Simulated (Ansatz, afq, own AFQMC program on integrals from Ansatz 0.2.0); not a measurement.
Two steps: Ansatz 0.2.0 writes the Fock matrix and Cholesky factors of the valence space, and afq projects on them the lowest state that overlaps trial and start.

```yaml
crystal:
  periodic: [false, false, false]
  atoms:
    - {symbol: Ge, position_ang: [-0.279676, -0.002127, 0.000875]}
    - {symbol: N, position_ang: [1.614684, 0.012278, -0.005052]}
    - {symbol: H, position_ang: [-0.771963, 1.453501, 0.003931]}
    - {symbol: H, position_ang: [-0.751362, -0.736741, 1.265415]}
    - {symbol: H, position_ang: [-0.759290, -0.734117, -1.262204]}
basis:
  gaussian: {orbitals: cc-pVDZ}
total_charge: 1
magnetization: {spin_polarized: true, initial_magnetization: 3}
correlation: {method: ccsd_t, electrons: outside_noble_gas, hamiltonian_folder: ham}
```

```sh
$ ansatz run in.yaml --threads 1 --pin off --events-out ev --progress --plain --max-ram 16896MiB --backend cuda --devices 0, --max-vram 18GiB
```

Options of the walk:

```
--method phaseless --trial cisd --walkers 4000 --populations 20 --least-time 60 --time-step 0.005 --steps-per-block 50 --equilibration-blocks 28 --max-blocks 4000 --target-error 0.0002 --factor-cut 1e-05 --start spin_pure --seed 984 --release-times 0.24,0.51,0.99,1.62,2.4 --release-step 0.03 --release-every 3 --taylor-order 6
```

Times are imaginary, in 1/Eh. The walk had a cap of 129 s. With eight or more populations the least sampling time is a fifth of least-time, and the error comes from their spread. Filled inner d shells are frozen with the cores.

afq prints:

```
orbitals 41  electrons 7 4  factors 330 of 591
reference energy -2131.12027746 Eh
CCSD correlation -0.20155159 Eh in 12 cycles, weight of the determinant in the CISD state 0.8956
energy of the start -2131.321659 Eh
 block  time / (1/Eh)  mean weight  energy / Eh
     1     0.250  1.0001  -2131.319500
     2     0.500  0.9998  -2131.320549
     3     0.750  0.9997  -2131.322047
     4     1.000  1.0000  -2131.323199
     5     1.250  0.9997  -2131.323967
    10     2.500  1.0003  -2131.326195
    15     3.750  1.0000  -2131.326574
    20     5.000  0.9999  -2131.326884
    25     6.250  1.0003  -2131.326677
    30     7.500  1.0000  -2131.326290
    35     8.750  1.0000  -2131.327111
    36     9.000  1.0002  -2131.327521
    40    10.000  0.9999  -2131.326736
    45    11.250  0.9998  -2131.326396
    50    12.500  1.0002  -2131.326799
    55    13.750  1.0002  -2131.326222
    60    15.000  0.9999  -2131.326881
    65    16.250  1.0003  -2131.325968
    70    17.500  1.0001  -2131.326116
    75    18.750  0.9995  -2131.326422
    78    19.500  0.9998  -2131.327320
error from the spread of 20 populations
released: time / (1/Eh)  energy / Eh  error  mean overlap
  0.24  -2131.326759  0.000073  0.9977
  0.51  -2131.326858  0.000084  0.9974
  0.99  -2131.327079  0.000060  0.9967
  1.62  -2131.327109  0.000079  0.9956
  2.40  -2131.327286  0.000125  0.9904
energy -2131.326616 +/- 0.000047 Eh
(rows thinned)
```

The run passed its tests (sampling time, drift between the halves within three errors, error under three times the target), which doesn't prove that it has relaxed. The second half of the sampling lies above the first by 1.9 errors of their difference, so the energy may still be moving and its error bar be too small.

Against this walk (error 1.3 meV) on the same determinant: CCSD(T) 20.6 meV higher, CCSDT(Q) 12.8 meV lower. The error is statistical and leaves out the bias of the constraint. The released energies are still falling (meV from the phaseless value at times in 1/Eh: -3.9 ± 2.0 at 0.24, -6.6 ± 2.3 at 0.51, -12.6 ± 1.6 at 0.99, -13.4 ± 2.2 at 1.62, -18 ± 3 at 2.40), so they give no level; they do show a bias of the constraint, and the last of them that isn't too noisy lies 5 meV below CCSDT(Q).

Cautions: constraint bias not in the error; no relativity below Rb; no spin-orbit coupling; inner d shell frozen.

The walk took 2.1 min on 1 × NVIDIA H100 80GB HBM3 with 2 threads of AMD EPYC 7R13 Processor (Zen 3), on a shared host (the card was shared). The log's last line is the phaseless energy.

CCSDT and higher add their correlation energy to the determinant of the CCSD(T) run, since their own runs factorise the integrals more tightly (a shift of under 2 meV). A walk keeps the symmetry of its determinant, which the program's search chose and which needn't be the lowest solution, so a lower state of the same spin and another symmetry isn't excluded.
